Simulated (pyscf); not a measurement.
`[NH2][Si]([Cl])([Cl])[Cl]` + `[H][H]` -> `[Cl][SiH]([Cl])[Cl]` + `[NH3]`, a four-centre exchange (singlet surface; N–Si, H–H broken, H–Si, H–N formed). Optimised with ωB97X-D3(BJ)/def2-SVP in PySCF. Energies in kJ/mol from the separated reactants.

Small-basis levels: PySCF, no dispersion term, spherical d functions. AM1 to PM7: differences of heats of formation from MOPAC. Cost: rough CPU time at the saddle relative to B3LYP/6-31G*, from one job on a shared machine.

| level | barrier | reaction energy | cost |
|---|---|---|---|
| HF/6-31G* | 301.6 | +31.7 | 0.2 |
| MP2/6-31G* | 262.7 | +66.5 | 0.2 |
| BP86/6-31G* | 196.1 | +46.4 | 2 |
| PBE/6-31G* | 187.8 | +47.5 | 2 |
| B3LYP/3-21G | 206.6 | +99.5 | 0.7 |
| M06-2X/6-31G* | 218.9 | +60.4 | 2 |
| B3LYP/6-311+G** | 217.4 | +32.3 | 2 |
| PBE/def2-SVP | 167.6 | +42.7 | 2 |
| PM7 | 318.6 | +212.0 | under 0.02 |
| ωB97M-D3(BJ)/def2-TZVP | 207.4 | +48.7 | – |

Against the last row the barrier runs from -39.8 (PBE/def2-SVP) to +111.3 kJ/mol (PM7). ωB97M-D3(BJ)/def2-TZVP has limits of its own. On the product side the descent ends in an adduct with a N–Si contact (not fully relaxed), 24.0 kJ/mol under the separated species and 180.7 kJ/mol under the saddle at ωB97X-D3(BJ)/def2-TZVP. What is counted as broken (N–Si) persists as a longer contact in the product adduct; parting that adduct is a step of its own. One saddle was located; it need not be the lowest between these sides.
